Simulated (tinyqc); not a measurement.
MP2 on RHF in the sto-6g basis, frozen core, for H2O, spin multiplicity 1, step by step. Computed by tinyqc, a small Python program that keeps every step (integrals from PySCF). Settings: charge = 0, multiplicity = 1, basis = sto-6g, method = RHF, frozen orbitals = 1, energy threshold = 1e-10, iteration cap = 62, orthogonalisation = symmetric, start = core, DIIS depth = 6. Command: `OMP_NUM_THREADS=1 python tinyqc.py 21179 21180 out.jsonl` (the two numbers bound the seeds that draw the settings). One thread of a shared host (Intel(R) Xeon(R) Processor @ 2.60GHz), about 0.2 s of CPU time with the checks. The early iterations of the SCF are left out here.

## One-electron integrals

Geometry (angstrom):
```
atom       x        y       z
O     0.0000   0.0000  0.0000
H     0.0000   0.8050  0.4950
H     0.0000  -0.8050  0.4950
```

Basis sto-6g: exponents (1/bohr^2) and contraction coefficients of normalised primitives:
```
element  l (shell)   exponent  coefficient
O            s (1)  1355.5842       0.0092
O            s (1)   248.5449       0.0494
O            s (1)    69.5339       0.1685
O            s (1)    23.8868       0.3706
O            s (1)     9.2759       0.4165
O            s (1)     3.8203       0.1303
O            s (2)    52.1878      -0.0133
O            s (2)    10.3293      -0.0470
O            s (2)     3.2103      -0.0338
O            s (2)     1.2351       0.2502
O            s (2)     0.5364       0.5951
O            s (2)     0.2459       0.2407
O            p (3)    52.1878       0.0038
O            p (3)    10.3293       0.0377
O            p (3)     3.2103       0.1739
O            p (3)     1.2351       0.4180
O            p (3)     0.5364       0.4259
O            p (3)     0.2459       0.1017
H            s (1)    35.5232       0.0092
H            s (1)     6.5131       0.0494
H            s (1)     1.8221       0.1685
H            s (1)     0.6260       0.3706
H            s (1)     0.2431       0.4165
H            s (1)     0.1001       0.1303
```

Overlap, kinetic and nuclear-attraction integrals over the contracted functions; the nuclear repulsion is the sum of Za Zb / Rab.

nuclear repulsion = 9.288170 hartree

overlap S, order 1O 1s, 1O 2s, 1O 2px, 1O 2py, 1O 2pz, 2H 1s, 3H 1s:
$$\begin{pmatrix}
1.0000 & 0.2311 & 0.0000 & 0.0000 & 0.0000 & 0.0570 & 0.0570 \\
0.2311 & 1.0000 & 0.0000 & 0.0000 & 0.0000 & 0.4848 & 0.4848 \\
0.0000 & 0.0000 & 1.0000 & 0.0000 & 0.0000 & 0.0000 & 0.0000 \\
0.0000 & 0.0000 & 0.0000 & 1.0000 & 0.0000 & 0.3381 & -0.3381 \\
0.0000 & 0.0000 & 0.0000 & 0.0000 & 1.0000 & 0.2079 & 0.2079 \\
0.0570 & 0.4848 & 0.0000 & 0.3381 & 0.2079 & 1.0000 & 0.2188 \\
0.0570 & 0.4848 & 0.0000 & -0.3381 & 0.2079 & 0.2188 & 1.0000
\end{pmatrix}$$

kinetic energy T (hartree), order 1O 1s, 1O 2s, 1O 2px, 1O 2py, 1O 2pz, 2H 1s, 3H 1s:
$$\begin{pmatrix}
29.3272 & -0.8960 & 0.0000 & 0.0000 & 0.0000 & -0.0019 & -0.0019 \\
-0.8960 & 0.8426 & 0.0000 & 0.0000 & 0.0000 & 0.1340 & 0.1340 \\
0.0000 & 0.0000 & 2.5313 & 0.0000 & 0.0000 & 0.0000 & 0.0000 \\
0.0000 & 0.0000 & 0.0000 & 2.5313 & 0.0000 & 0.2481 & -0.2481 \\
0.0000 & 0.0000 & 0.0000 & 0.0000 & 2.5313 & 0.1526 & 0.1526 \\
-0.0019 & 0.1340 & 0.0000 & 0.2481 & 0.1526 & 0.7685 & 0.0005 \\
-0.0019 & 0.1340 & 0.0000 & -0.2481 & 0.1526 & 0.0005 & 0.7685
\end{pmatrix}$$

nuclear attraction V (hartree), order 1O 1s, 1O 2s, 1O 2px, 1O 2py, 1O 2pz, 2H 1s, 3H 1s:
$$\begin{pmatrix}
-62.3783 & -6.4101 & 0.0000 & 0.0000 & -0.0177 & -1.8120 & -1.8120 \\
-6.4101 & -10.1040 & 0.0000 & 0.0000 & -0.1955 & -3.9386 & -3.9386 \\
0.0000 & 0.0000 & -10.0176 & 0.0000 & 0.0000 & 0.0000 & 0.0000 \\
0.0000 & 0.0000 & 0.0000 & -10.2049 & 0.0000 & -2.4618 & 2.4618 \\
-0.0177 & -0.1955 & 0.0000 & 0.0000 & -10.0884 & -1.5722 & -1.5722 \\
-1.8120 & -3.9386 & 0.0000 & -2.4618 & -1.5722 & -5.8754 & -1.4418 \\
-1.8120 & -3.9386 & 0.0000 & 2.4618 & -1.5722 & -1.4418 & -5.8754
\end{pmatrix}$$

core Hamiltonian H = T + V (hartree), order 1O 1s, 1O 2s, 1O 2px, 1O 2py, 1O 2pz, 2H 1s, 3H 1s:
$$\begin{pmatrix}
-33.0511 & -7.3062 & 0.0000 & 0.0000 & -0.0177 & -1.8140 & -1.8140 \\
-7.3062 & -9.2614 & 0.0000 & 0.0000 & -0.1955 & -3.8046 & -3.8046 \\
0.0000 & 0.0000 & -7.4863 & 0.0000 & 0.0000 & 0.0000 & 0.0000 \\
0.0000 & 0.0000 & 0.0000 & -7.6736 & 0.0000 & -2.2136 & 2.2136 \\
-0.0177 & -0.1955 & 0.0000 & 0.0000 & -7.5571 & -1.4196 & -1.4196 \\
-1.8140 & -3.8046 & 0.0000 & -2.2136 & -1.4196 & -5.1069 & -1.4412 \\
-1.8140 & -3.8046 & 0.0000 & 2.2136 & -1.4196 & -1.4412 & -5.1069
\end{pmatrix}$$

## Two-electron integrals

Functions are numbered as in S; the eight-fold symmetry (ij|kl) = (ji|kl) = (kl|ij) leaves the list below.

Two-electron integrals (ij|kl) in chemists' order, unique and non-zero (hartree):
```
(11|11) 4.7875      (21|11) 0.6759      (21|21) 0.1215      (22|11) 1.1174
(22|21) 0.2492      (22|22) 0.8174      (31|31) 0.0258      (32|31) 0.0391
(32|32) 0.1807      (33|11) 1.1174      (33|21) 0.2492      (33|22) 0.8174
(33|33) 0.8807      (41|41) 0.0258      (42|41) 0.0391      (42|42) 0.1807
(43|43) 0.0475      (44|11) 1.1174      (44|21) 0.2492      (44|22) 0.8174
(44|33) 0.7857      (44|44) 0.8807      (51|51) 0.0258      (52|51) 0.0391
(52|52) 0.1807      (53|53) 0.0475      (54|54) 0.0475      (55|11) 1.1174
(55|21) 0.2492      (55|22) 0.8174      (55|33) 0.7857      (55|44) 0.7857
(55|55) 0.8807      (61|11) 0.1780      (61|21) 0.0307      (61|22) 0.0615
(61|33) 0.0613      (61|41) 0.0013      (61|42) 0.0025      (61|44) 0.0616
(61|51) 0.0008      (61|52) 0.0015      (61|54) 1.79e-04    (61|55) 0.0614
(61|61) 0.0079      (62|11) 0.4121      (62|21) 0.0931      (62|22) 0.3355
(62|33) 0.3301      (62|41) 0.0063      (62|42) 0.0455      (62|44) 0.3419
(62|51) 0.0039      (62|52) 0.0280      (62|54) 0.0072      (62|55) 0.3346
(62|61) 0.0236      (62|62) 0.1678      (63|31) 0.0106      (63|32) 0.0588
(63|43) 0.0095      (63|53) 0.0058      (63|63) 0.0244      (64|11) 0.2451
(64|21) 0.0562      (64|22) 0.2159      (64|33) 0.2061      (64|41) 0.0140
(64|42) 0.0869      (64|44) 0.2328      (64|51) 0.0021      (64|52) 0.0173
(64|54) 0.0106      (64|55) 0.2090      (64|61) 0.0149      (64|62) 0.1313
(64|64) 0.1263      (65|11) 0.1507      (65|21) 0.0345      (65|22) 0.1328
(65|33) 0.1267      (65|41) 0.0021      (65|42) 0.0173      (65|44) 0.1314
(65|51) 0.0119      (65|52) 0.0694      (65|54) 0.0124      (65|55) 0.1402
(65|61) 0.0092      (65|62) 0.0807      (65|64) 0.0626      (65|65) 0.0629
(66|11) 0.5377      (66|21) 0.1237      (66|22) 0.5076      (66|33) 0.4870
(66|41) 0.0114      (66|42) 0.1106      (66|44) 0.5317      (66|51) 0.0070
(66|52) 0.0680      (66|54) 0.0275      (66|55) 0.5039      (66|61) 0.0317
(66|62) 0.3136      (66|64) 0.2807      (66|65) 0.1726      (66|66) 0.7750
(71|11) 0.1780      (71|21) 0.0307      (71|22) 0.0615      (71|33) 0.0613
(71|41) -0.0013     (71|42) -0.0025     (71|44) 0.0616      (71|51) 0.0008
(71|52) 0.0015      (71|54) -1.79e-04   (71|55) 0.0614      (71|61) 0.0077
(71|62) 0.0227      (71|64) 0.0130      (71|65) 0.0088      (71|66) 0.0300
(71|71) 0.0079      (72|11) 0.4121      (72|21) 0.0931      (72|22) 0.3355
(72|33) 0.3301      (72|41) -0.0063     (72|42) -0.0455     (72|44) 0.3419
(72|51) 0.0039      (72|52) 0.0280      (72|54) -0.0072     (72|55) 0.3346
(72|61) 0.0227      (72|62) 0.1343      (72|64) 0.0725      (72|65) 0.0627
(72|66) 0.2047      (72|71) 0.0236      (72|72) 0.1678      (73|31) 0.0106
(73|32) 0.0588      (73|43) -0.0095     (73|53) 0.0058      (73|63) 0.0189
(73|73) 0.0244      (74|11) -0.2451     (74|21) -0.0562     (74|22) -0.2159
(74|33) -0.2061     (74|41) 0.0140      (74|42) 0.0869      (74|44) -0.2328
(74|51) -0.0021     (74|52) -0.0173     (74|54) 0.0106      (74|55) -0.2090
(74|61) -0.0130     (74|62) -0.0725     (74|64) -0.0207     (74|65) -0.0331
(74|66) -0.0977     (74|71) -0.0149     (74|72) -0.1313     (74|74) 0.1263
(75|11) 0.1507      (75|21) 0.0345      (75|22) 0.1328      (75|33) 0.1267
(75|41) -0.0021     (75|42) -0.0173     (75|44) 0.1314      (75|51) 0.0119
(75|52) 0.0694      (75|54) -0.0124     (75|55) 0.1402      (75|61) 0.0088
(75|62) 0.0627      (75|64) 0.0331      (75|65) 0.0477      (75|66) 0.1046
(75|71) 0.0092      (75|72) 0.0807      (75|74) -0.0626     (75|75) 0.0629
(76|11) 0.1454      (76|21) 0.0331      (76|22) 0.1273      (76|33) 0.1248
(76|44) 0.1277      (76|51) 0.0023      (76|52) 0.0188      (76|55) 0.1293
(76|61) 0.0083      (76|62) 0.0610      (76|64) 0.0412      (76|65) 0.0331
(76|66) 0.1135      (76|71) 0.0083      (76|72) 0.0610      (76|74) -0.0412
(76|75) 0.0331      (76|76) 0.0265      (77|11) 0.5377      (77|21) 0.1237
(77|22) 0.5076      (77|33) 0.4870      (77|41) -0.0114     (77|42) -0.1106
(77|44) 0.5317      (77|51) 0.0070      (77|52) 0.0680      (77|54) -0.0275
(77|55) 0.5039      (77|61) 0.0300      (77|62) 0.2047      (77|64) 0.0977
(77|65) 0.1046      (77|66) 0.3242      (77|71) 0.0317      (77|72) 0.3136
(77|74) -0.2807     (77|75) 0.1726      (77|76) 0.1135      (77|77) 0.7750
```

## Orthogonalisation

S = U s U^T; symmetric (Loewdin) form X = U s^(-1/2) U^T, so that X^T S X = 1.

eigenvalues of S: [0.3367, 0.4001, 0.8984, 1.0000, 1.0755, 1.3811, 1.9082]

X, order 1O 1s, 1O 2s, 1O 2px, 1O 2py, 1O 2pz, 2H 1s, 3H 1s:
$$\begin{pmatrix}
1.0229 & -0.1396 & 0.0000 & 0.0000 & -0.0084 & 0.0205 & 0.0205 \\
-0.1396 & 1.2617 & 0.0000 & 0.0000 & 0.1014 & -0.3097 & -0.3097 \\
0.0000 & 0.0000 & 1.0000 & 0.0000 & 0.0000 & 0.0000 & 0.0000 \\
0.0000 & 0.0000 & 0.0000 & 1.1345 & 0.0000 & -0.2516 & 0.2516 \\
-0.0084 & 0.1014 & 0.0000 & 0.0000 & 1.0427 & -0.1308 & -0.1308 \\
0.0205 & -0.3097 & 0.0000 & -0.2516 & -0.1308 & 1.2183 & -0.0791 \\
0.0205 & -0.3097 & 0.0000 & 0.2516 & -0.1308 & -0.0791 & 1.2183
\end{pmatrix}$$

## Iteration 8 (converged): orbitals

converged F (hartree), order 1O 1s, 1O 2s, 1O 2px, 1O 2py, 1O 2pz, 2H 1s, 3H 1s:
$$\begin{pmatrix}
-20.4794 & -4.9611 & 0.0000 & 0.0000 & -0.0284 & -1.2311 & -1.2311 \\
-4.9611 & -2.3348 & 0.0000 & 0.0000 & -0.1160 & -1.0269 & -1.0269 \\
0.0000 & 0.0000 & -0.3873 & 0.0000 & 0.0000 & 0.0000 & 0.0000 \\
0.0000 & 0.0000 & 0.0000 & -0.3473 & 0.0000 & -0.4224 & 0.4224 \\
-0.0284 & -0.1160 & 0.0000 & 0.0000 & -0.3506 & -0.3231 & -0.3231 \\
-1.2311 & -1.0269 & 0.0000 & -0.4224 & -0.3231 & -0.5837 & -0.3610 \\
-1.2311 & -1.0269 & 0.0000 & 0.4224 & -0.3231 & -0.3610 & -0.5837
\end{pmatrix}$$

Diagonalise F' = X^T F X, C = X C', fill 5 alpha and 5 beta electrons from the bottom; D = 2 C_occ C_occ^T. Each column has its largest component positive (the first on a tie).

F' = X^T F X (hartree):
$$\begin{pmatrix}
-20.1488 & -2.5087 & 0.0000 & 0.0000 & -0.0430 & -0.2203 & -0.2203 \\
-2.5087 & -1.1490 & 0.0000 & 0.0000 & 0.1061 & -0.5368 & -0.5368 \\
0.0000 & 0.0000 & -0.3873 & 0.0000 & 0.0000 & 0.0000 & 0.0000 \\
0.0000 & 0.0000 & 0.0000 & 0.0071 & 0.0000 & -0.5034 & 0.5034 \\
-0.0430 & 0.1061 & 0.0000 & 0.0000 & -0.2292 & -0.2977 & -0.2977 \\
-0.2203 & -0.5368 & 0.0000 & -0.5034 & -0.2977 & 0.0319 & -0.1008 \\
-0.2203 & -0.5368 & 0.0000 & 0.5034 & -0.2977 & -0.1008 & 0.0319
\end{pmatrix}$$

orbital energies (hartree): MO1 -20.4827, MO2 -1.2659, MO3 -0.6448, MO4 -0.4302, MO5 -0.3873, MO6 0.5829, MO7 0.7846

coefficients C, order 1O 1s, 1O 2s, 1O 2px, 1O 2py, 1O 2pz, 2H 1s, 3H 1s:
$$\begin{pmatrix}
0.9966 & -0.2221 & 0.0000 & 0.0882 & 0.0000 & -0.1282 & 0.0000 \\
0.0163 & 0.8349 & 0.0000 & -0.4964 & 0.0000 & 0.9326 & 0.0000 \\
0.0000 & 0.0000 & 0.0000 & 0.0000 & 1.0000 & 0.0000 & 0.0000 \\
0.0000 & 0.0000 & 0.5965 & 0.0000 & 0.0000 & 0.0000 & 1.0286 \\
0.0030 & 0.1197 & 0.0000 & 0.8195 & 0.0000 & 0.6677 & 0.0000 \\
-0.0039 & 0.1582 & 0.4339 & 0.2575 & 0.0000 & -0.8191 & -0.8465 \\
-0.0039 & 0.1582 & -0.4339 & 0.2575 & 0.0000 & -0.8191 & 0.8465
\end{pmatrix}$$

D after iteration 8, order 1O 1s, 1O 2s, 1O 2px, 1O 2py, 1O 2pz, 2H 1s, 3H 1s:
$$\begin{pmatrix}
2.1007 & -0.4260 & 0.0000 & 0.0000 & 0.0974 & -0.0326 & -0.0326 \\
-0.4260 & 1.8874 & 0.0000 & 0.0000 & -0.6136 & 0.0085 & 0.0085 \\
0.0000 & 0.0000 & 2.0000 & 0.0000 & 0.0000 & 0.0000 & 0.0000 \\
0.0000 & 0.0000 & 0.0000 & 0.7115 & 0.0000 & 0.5177 & -0.5177 \\
0.0974 & -0.6136 & 0.0000 & 0.0000 & 1.3720 & 0.4599 & 0.4599 \\
-0.0326 & 0.0085 & 0.0000 & 0.5177 & 0.4599 & 0.5593 & -0.1939 \\
-0.0326 & 0.0085 & 0.0000 & -0.5177 & 0.4599 & -0.1939 & 0.5593
\end{pmatrix}$$

## Convergence

Stop when the energy changes by less than 1e-10 hartree and every element of the error matrix X^T (F D S - S D F) X is below 3e-06.

Course of the cycle:
```
iteration  E (hartree)     change  largest element of the error matrix
1           -73.954834          -                             7.33e-01
2           -75.661307  -1.71e+00                             5.08e-02
3           -75.666859  -5.55e-03                             1.74e-02
4           -75.667349  -4.91e-04                             3.20e-03
5           -75.667379  -3.00e-05                             5.47e-04
6           -75.667380  -8.06e-07                             6.30e-05
7           -75.667380  -7.62e-09                             3.77e-07
8           -75.667380  -1.56e-13                             5.23e-09
```

PySCF RHF in the same basis = -75.667380 hartree

Converged in 8 iterations.

## Integrals over molecular orbitals

(pq|rs) = sum C_ip C_jq C_kr C_ls (ij|kl), one index at a time.

one-electron integrals over orbitals h = C^T H C (hartree):
$$\begin{pmatrix}
-33.0372 & 0.5702 & 0.0000 & -0.2188 & 0.0000 & 0.3385 & 0.0000 \\
0.5702 & -7.7143 & 0.0000 & 0.4111 & 0.0000 & -1.4183 & 0.0000 \\
0.0000 & 0.0000 & -6.4022 & 0.0000 & 0.0000 & 0.0000 & -1.7555 \\
-0.2188 & 0.4111 & 0.0000 & -7.1047 & 0.0000 & -0.9832 & 0.0000 \\
0.0000 & 0.0000 & 0.0000 & 0.0000 & -7.4863 & 0.0000 & 0.0000 \\
0.3385 & -1.4183 & 0.0000 & -0.9832 & 0.0000 & -5.2786 & 0.0000 \\
0.0000 & 0.0000 & -1.7555 & 0.0000 & 0.0000 & 0.0000 & -5.6625
\end{pmatrix}$$

Two-electron integrals over orbitals (pq|rs), unique and non-zero (hartree); the lowest 1 orbital is frozen and left out:
```
(22|22) 0.7265    (32|32) 0.1467    (33|22) 0.6439    (33|33) 0.6349
(42|22) 0.0040    (42|33) 0.0064    (42|42) 0.1268    (43|32) 0.0203
(43|43) 0.0445    (44|22) 0.6893    (44|33) 0.6047    (44|42) -0.1051
(44|44) 0.8065    (52|52) 0.1456    (53|53) 0.0288    (54|52) -0.0430
(54|54) 0.0547    (55|22) 0.7498    (55|33) 0.6293    (55|42) -0.0624
(55|44) 0.7409    (55|55) 0.8807    (62|22) 0.1420    (62|33) 0.0717
(62|42) 0.0217    (62|44) 0.1010    (62|55) 0.1618    (62|62) 0.1012
(63|32) -0.0486   (63|43) -0.0285   (63|63) 0.0789    (64|22) 0.0916
(64|33) 0.0394    (64|42) -0.0142   (64|44) 0.1091    (64|55) 0.1047
(64|62) 0.0633    (64|64) 0.0590    (65|52) 0.0621    (65|54) -0.0025
(65|65) 0.0394    (66|22) 0.6039    (66|33) 0.5690    (66|42) 0.0615
(66|44) 0.5442    (66|55) 0.5808    (66|62) 0.0888    (66|64) 0.0423
(66|66) 0.5898    (72|32) 0.0423    (72|43) -0.0302   (72|63) 0.0349
(72|72) 0.0621    (73|22) 0.1453    (73|33) 0.0936    (73|42) -0.0682
(73|44) 0.1694    (73|55) 0.1918    (73|62) 0.0802    (73|64) 0.0686
(73|66) 0.0374    (73|73) 0.1487    (74|32) -0.0720   (74|43) 0.0056
(74|63) 0.0442    (74|72) -0.0174   (74|74) 0.0632    (75|53) 0.0239
(75|75) 0.0251    (76|32) 0.1050    (76|43) 0.0453    (76|63) -0.0737
(76|72) -0.0061   (76|74) -0.0560   (76|76) 0.1233    (77|22) 0.6288
(77|33) 0.6139    (77|42) -0.0168   (77|44) 0.6189    (77|55) 0.6327
(77|62) 0.0723    (77|64) 0.0395    (77|66) 0.5646    (77|73) 0.1028
(77|77) 0.6270
```

## Second-order Moller-Plesset energy

Hartree-Fock energy = -75.667380 hartree

E2 = sum_ijab (ia|jb) [2 (ia|jb) - (ib|ja)] / (e_i + e_j - e_a - e_b) over occupied i, j and virtual a, b; the opposite-spin part is (ia|jb)^2 / denominator, the rest is same-spin, and SCS-MP2 scales them by 6/5 and 1/3.

Terms:
```
i  j  a  b  (ia|jb)  (ib|ja)  denominator       term
3  3  7  7   0.1487   0.1487      -2.8588    -0.0077
2  3  6  7   0.0802   0.0349      -3.2782    -0.0031
3  2  7  6   0.0802   0.0349      -3.2782    -0.0031
2  2  6  6   0.1012   0.1012      -3.6976    -0.0028
3  4  7  6   0.0686   0.0442      -2.4425    -0.0026
4  3  6  7   0.0686   0.0442      -2.4425    -0.0026
3  3  6  6   0.0789   0.0789      -2.4553    -0.0025
4  4  6  6   0.0590   0.0590      -2.0262    -0.0017
4  4  7  7   0.0632   0.0632      -2.4297    -0.0016
2  4  6  6   0.0633   0.0633      -2.8619    -0.0014
4  2  6  6   0.0633   0.0633      -2.8619    -0.0014
2  2  7  7   0.0621   0.0621      -4.1011    -0.0009
5  5  6  6   0.0394   0.0394      -1.9403    -0.0008
4  3  7  6   0.0442   0.0686      -2.4425  -3.58e-04
3  4  6  7   0.0442   0.0686      -2.4425  -3.58e-04
5  5  7  7   0.0251   0.0251      -2.3438  -2.68e-04
2  3  7  6   0.0349   0.0802      -3.2782   1.12e-04
3  2  6  7   0.0349   0.0802      -3.2782   1.12e-04
4  2  7  7  -0.0174  -0.0174      -3.2654  -9.25e-05
2  4  7  7  -0.0174  -0.0174      -3.2654  -9.25e-05
```

Pair energies (hartree; pair i-j sums ij and ji):
```
pair  opposite spin  same spin
2-2         -0.0037     0.0000
3-2         -0.0047    -0.0013
3-3         -0.0103     0.0000
4-2         -0.0030     0.0000
4-3         -0.0055  -4.89e-04
4-4         -0.0034     0.0000
5-5         -0.0011     0.0000
```

MP2 correlation energy = -0.033267 hartree

SCS-MP2 correlation energy = -0.038407 hartree

MP2 total energy = -75.700647 hartree
